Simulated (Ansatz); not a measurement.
BH₂Cl, relaxed as a singlet with RKS PBE0-D4/def2-TZVP in Ansatz, starting from the GFN2-xTB geometry. Force threshold 0.02 eV/Å.

Start:

Cartesian coordinates in Å:
```
B 0.0842 0.0062 0.1038
H 0.3879 -0.9848 0.6502
H 0.4959 1.0502 0.4407
Cl -0.9681 -0.0716 -1.1946
```

Q: Estimate the energy that the relaxation releases and the steps that it takes.

A: 1.3 kcal/mol, in 4 steps; 1.9 s on 4 threads of Arm Neoverse V1 on a shared host. No frequencies were taken in this run, so the end may be a saddle point.

Q: Does the start keep its bonding and symmetry?

A: By distances, no bond broke or formed. The bond that changes most is B1–Cl4, from 1.67 to 1.73 Å (atoms count from 1). Point group C2v at the start, C2v at the end, both within 0.05 Å.

Q: Predict the relaxed structure.

A: 
| atom | x (Å) | y (Å) | z (Å) |
| --- | --- | --- | --- |
| B1 | 0.096 | 0.007 | 0.118 |
| H2 | 0.394 | -1.009 | 0.662 |
| H3 | 0.504 | 1.076 | 0.447 |
| Cl4 | -0.994 | -0.074 | -1.227 |
Bond lengths: 1 × B–Cl 1.73 Å; 2 × B–H 1.19 Å.
